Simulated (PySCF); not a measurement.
Molecule: (E)-2-Butenenitrile, C₄H₅N.

Atoms are numbered as in `[CH3:1]/[CH:2]=[CH:3]/[C:4]#[N:5]` (H(Xn): hydrogen on atom n).

Spin–spin couplings on one PBE0-D3(BJ)/def2-SVP geometry, PySCF 2.14.0 with density-fitted response routines, gas phase, non-relativistic, equivalent pairs averaged (spin–dipole term only in couplings to heteroatoms); isotopes 13C, 1H, 15N; functional B3LYP.

Problem. How do the couplings (Hz) change with the basis set? Times are CPU seconds on shared hosts with different chips, so compare them loosely. Far from the basis limit: 6-31G-J, pcJ-0, 6-31G*, def2-TZVP, cc-pVTZ.

Solution. 
```
    basis set  functions  1J(C3,H(C3))  1J(C2,H(C2))  1J(C1,H(C1))  1J(C3,C4)  1J(C2,C3)  1J(C1,C2)  1J(C4,N5)  core-s
      6-31G-J         80         183.1         169.8         138.6       91.5       81.0       46.3       -9.9     3.4
        pcJ-0         80         159.7         146.2         116.0       72.6       61.0       34.9        3.7     3.1
       6-31G*         80         176.1         164.3         144.3      101.3       93.3       57.9      -20.3     4.5
        pcJ-1        185         176.8         164.4         134.9       92.7       79.9       46.2      -19.9      13
    def2-TZVP        185         169.3         157.7         127.3       90.2       79.1       44.2      -16.6     9.5
      cc-pVTZ        220         159.3         149.5         119.0       78.6       84.6       33.9      -42.1      18
aug-cc-pVTZ-J        330         179.5         166.9         135.8       88.8       77.0       43.8      -18.1      24
```

The Fermi-contact term samples the wavefunction at the nucleus, which is why sets with added tight s functions (names with J) are made for couplings.
